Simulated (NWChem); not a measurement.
Al (+1)

```xyz
1

Al     0.0000     0.0000     0.0000
```
Charge +1, spin multiplicity 1.

All runs are NWChem calculations.

The correlated methods keep 5 core orbitals frozen.

Worked example. A B2PLYP run in 3-21G ends its self-consistent part (53 % exact exchange, 47 % B88, 73 % LYP) at -240.68834 Ha, and second-order perturbation theory on those orbitals gives -0.02901 Ha unscaled.

The perturbative term enters with the weight 0.27: -240.68834 + 0.27·(-0.02901) = -240.69617 Ha is the total energy.
